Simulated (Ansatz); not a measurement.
# HSO (doublet): the correlation ladder, def2-QZVPP

An exercise on one series of results from a longer session: the logs are not shown, and one member is left open.

The runs use Ansatz 0.2.0, Gaussian basis; def2-QZVPP, core rule «outside noble gas», up to 6 orbitals frozen.

To be run: UHF; ROHF; CCSD(T) on UHF.

2 further runs of the same task are left out: 2 set aside as unsound or not needed.

## The system

The geometry is a PBE0/def2-TZVP stationary point (not a proven minimum).

3 atoms, charge 0, spin multiplicity 2.

Atoms are counted from 1 here; the program's logs count them from 0.

Bond lengths: O1–S2 1.496 Å, S2–H3 1.375 Å. Angles: O1–S2–H3 104.5°.

The first run:

in.yaml reads:

```yaml
crystal:
  periodic: [false, false, false]
  atoms:
    - {symbol: O, position_ang: [0.000000, 0.071488, 1.012963]}
    - {symbol: S, position_ang: [0.000000, -0.073938, -0.475663]}
    - {symbol: H, position_ang: [0.000000, 1.217382, -0.947148]}
basis:
  gaussian: {orbitals: "def2-QZVPP.json"}
magnetization: {spin_polarized: true, initial_magnetization: 1}
hamiltonian: {xc: hf}
output: {orbitals: {seedname: orbitals}}
```

On the command line:

```console
ansatz run in.yaml --threads 1 --pin off --events-out ev --progress --plain --max-ram 2393MiB
```

Among the steps run: UHF; ROHF; CCSD(T) on UHF.

One table of the session follows, with a row left open; its other results are not shown here.

| method | from UCCSD(T) (kJ/mol) |
| --- | --- |
| ROHF | +1252.9 |
| UHF | ? |
| UMP2 | +106.8 |
| UCCSD | +54.0 |
| UCCSD(T) | 0 |

Q: Estimate the row for UHF from the others.

As computed: from UCCSD(T) (kJ/mol): +1221.2. In the column «from UCCSD(T) (kJ/mol)» it lies between UMP2 (+106.8) and ROHF (+1252.9).
